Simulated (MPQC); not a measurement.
# BH5S (SMILES [BH3-][SH2+]), step by step

Aim: a single-point energy (singlet BH5S, HF/def2-SVPD), then the energy (doublet BH5S+, UHF/def2-SVPD), then a single-point energy (singlet BH5S, HF/def2-SVPD), then a single-point energy (doublet BH5S+, UHF/def2-SVPD), then a single-point energy (singlet BH5S, HF/def2-SVPD), then a single-point energy (doublet BH5S+, UHF/def2-SVPD) of BH5S. The setting varied is the lindep tol. 

Program for the calculation: MPQC 2.3.1.

10 further runs of the same task are left out: 1 that didn't finish, 9 set aside as unsound or not needed.

### 1 The molecule

BH5S: 7 atoms, total charge 0, spin state singlet. As SMILES, `[BH3-][SH2+]`. Geometry: relaxed at PBE0-D4/def2-TZVP.

Bond lengths: B1–S2 1.975 Å, B1–H3 1.207 Å, B1–H4 1.203 Å, B1–H5 1.207 Å, S2–H6 1.346 Å, S2–H7 1.346 Å. Angles: B1–S2–H6 103.7°, B1–S2–H7 103.7°, S2–B1–H3 100.3°, S2–B1–H4 107.0°, S2–B1–H5 100.3°, H6–S2–H7 92.5°, H3–B1–H4 116.2°, H3–B1–H5 113.7°, H4–B1–H5 116.2°.

### 2 A single-point energy at HF/def2-SVPD (run 1)

The input, mol.in:

```
molecule<Molecule>: (
   symmetry = c1
   unit = angstrom
   { atoms geometry } = {
      B  [ -0.525600 -0.461500 -0.504300 ]
      S  [ 0.568600 0.977600 0.290900 ]
      H  [ -1.623200 0.036400 -0.431500 ]
      H  [ -0.344400 -1.447600 0.159700 ]
      H  [ -0.075400 -0.482100 -1.624500 ]
      H  [ 0.286000 0.903800 1.604900 ]
      H  [ 1.775400 0.405500 0.458900 ]
   }
)
basis<GaussianBasisSet>: (
   name = "def2-SVPD"
   molecule = $:molecule
   basisdir = "."
   puream = yes
)
mpqc: (
   checkpoint = no
   savestate = no
   restart = no
   do_energy = yes
   do_gradient = no
   optimize = no
   mole<CLHF>: (
      molecule = $:molecule
      basis = $:basis
      total_charge = 0
      memory = 1000000000
      print_evals = yes
      print_npa = yes
      maxiter = 70
      value_accuracy = 1e-08
      lindep_tol = 0.0001
      guess_wavefunction<CLHF>: (
         molecule = $:molecule
         total_charge = 0
         memory = 1000000000
         value_accuracy = 1e-3
         basis<GaussianBasisSet>: (
            name = "STO-3G"
            molecule = $:molecule
         )
      )
   )
)
```

The basis set def2-SVPD is read from a file made from the Basis Set Exchange's data (not shown).

The run is started by

```
$ mpqc mol.in > mol.out
```

The program printed:

```text
MPQC: Massively Parallel Quantum Chemistry
[...]
        WARNING: 1 basis functions ignored in symmetric orthogonalization.
        Using symmetric orthogonalization.
[...]
  LUMO is    14   A =  -0.000000
  total scf energy = -424.9463839287
Value of the MolecularEnergy: -424.9463839287
[...]
      symmetry = c1
[...]
```

Run time: 17 s. Hardware: 1 thread of Arm Neoverse V1, shared host; peak memory 0.5 GiB.

### 3 The doublet cation: a single-point energy at UHF/def2-SVPD (run 2)

Edit mol.in of step 2 so:

```diff
@@ -26,6 +26,7 @@
    optimize = no
-   mole<CLHF>: (
+   mole<UHF>: (
       molecule = $:molecule
       basis = $:basis
-      total_charge = 0
+      total_charge = 1
+      multiplicity = 2
       memory = 1000000000
@@ -36,5 +37,6 @@
       lindep_tol = 0.0001
-      guess_wavefunction<CLHF>: (
+      guess_wavefunction<UHF>: (
          molecule = $:molecule
-         total_charge = 0
+         total_charge = 1
+         multiplicity = 2
          memory = 1000000000
```

The basis set def2-SVPD is read from a file made from the Basis Set Exchange's data (not shown).

The run is started by

```
$ mpqc mol.in > mol.out
```

The program printed:

```text
MPQC: Massively Parallel Quantum Chemistry
[...]
        WARNING: 1 basis functions ignored in symmetric orthogonalization.
        Using symmetric orthogonalization.
[...]
  <S^2>      = 0.763660
  total scf energy = -424.5653286432
Value of the MolecularEnergy: -424.5653286432
[...]
      symmetry = c1
[...]
      nbasis = 87
[...]
    nalpha = 13
    nbeta = 12
[...]
```

Wall time 43 s (1 thread of Arm Neoverse V1, shared host); peak memory 0.51 GiB.

### 4 A single-point energy at HF/def2-SVPD (run 3)

Edit mol.in of step 3 so:

```diff
@@ -26,7 +26,6 @@
    optimize = no
-   mole<UHF>: (
+   mole<CLHF>: (
       molecule = $:molecule
       basis = $:basis
-      total_charge = 1
-      multiplicity = 2
+      total_charge = 0
       memory = 1000000000
@@ -36,7 +35,6 @@
       value_accuracy = 1e-08
-      lindep_tol = 0.0001
-      guess_wavefunction<UHF>: (
+      lindep_tol = 1e-06
+      guess_wavefunction<CLHF>: (
          molecule = $:molecule
-         total_charge = 1
-         multiplicity = 2
+         total_charge = 0
          memory = 1000000000
```

The basis set def2-SVPD is read from a file made from the Basis Set Exchange's data (not shown).

The run is started by

```
$ mpqc mol.in > mol.out
```

The program printed:

```text
MPQC: Massively Parallel Quantum Chemistry
[...]
  LUMO is    14   A =   0.056112
  total scf energy = -424.9465517943
Value of the MolecularEnergy: -424.9465517943
[...]
      symmetry = c1
[...]
```

It took 20 s on 1 thread of Arm Neoverse V1, shared host; peak memory 0.5 GiB.

Runs 4 to 5 aren't shown in full; the table further down has their settings and results.

### 5 The doublet cation: a single-point energy at UHF/def2-SVPD (run 6)

Edit mol.in of step 4 so:

```diff
@@ -26,6 +26,7 @@
    optimize = no
-   mole<CLHF>: (
+   mole<UHF>: (
       molecule = $:molecule
       basis = $:basis
-      total_charge = 0
+      total_charge = 1
+      multiplicity = 2
       memory = 1000000000
@@ -35,6 +36,7 @@
       value_accuracy = 1e-08
-      lindep_tol = 1e-06
-      guess_wavefunction<CLHF>: (
+      lindep_tol = 1e-08
+      guess_wavefunction<UHF>: (
          molecule = $:molecule
-         total_charge = 0
+         total_charge = 1
+         multiplicity = 2
          memory = 1000000000
```

The basis set def2-SVPD is read from a file made from the Basis Set Exchange's data (not shown).

The run is started by

```
$ mpqc mol.in > mol.out
```

The program printed:

```text
MPQC: Massively Parallel Quantum Chemistry
[...]
  <S^2>      = 0.763714
  total scf energy = -424.5655071328
Value of the MolecularEnergy: -424.5655071328
[...]
      symmetry = c1
[...]
      nbasis = 87
[...]
    nalpha = 13
    nbeta = 12
[...]
```

It took 53 s on 1 thread of Arm Neoverse V1, shared host; peak memory 0.51 GiB.

### 6 All runs side by side

```tsv
run	level	lindep tol	partner	energy (Eh)	wall time
1	HF/def2-SVPD	0.0001	base	-424.946384	17 s
2	UHF/def2-SVPD	0.0001	cation	-424.565329	43 s
3	HF/def2-SVPD	1e-06	base	-424.946552	20 s
4	UHF/def2-SVPD	1e-06	cation	-424.565507	54 s
5	HF/def2-SVPD	1e-08	base	-424.946552	20 s
6	UHF/def2-SVPD	1e-08	cation	-424.565507	53 s
```

### 7 Summary of results

| quantity | value |
| --- | --- |
| doublet cation, run 6: total energy | -424.56551 Eh |
| doublet cation, run 6: ⟨S²⟩ | 0.764 |
| vertical ionisation energy (to the doublet cation) | 10.369 eV |

The vertical ionisation energy comes to 10.37 eV (1000 kJ/mol). −ε(HOMO) before ionisation, 11.66 eV, is 1.30 eV above this ionisation energy. All runs together took 3.4 min, the longest 54 s.
